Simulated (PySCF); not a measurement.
diphosphorus (P₂), SMILES P#P. Atoms are numbered in the order given.

```xyz
2

P      0.0000     0.0000    -0.9442
P      0.0000     0.0000     0.9442
```
Charge 0, spin multiplicity 1.

Geometry optimised at B3LYP-D3(BJ)/def2-TZVPD.

All values below come from KT2/pcSseg-2 in PySCF.

GIAO shieldings, no solvent; atoms alike by connectivity are averaged. δ = σ(ref) − σ: ³¹P against PH3 (σ = 593.0 ppm), references at their B3LYP-D3(BJ)/def2-TZVP geometries, non-relativistic.

Computed chemical shifts:
```json
[
 {"nucleus": "³¹P", "atoms": "P1, P2", "count": "2", "δ (ppm)": "847.0"}
]
```
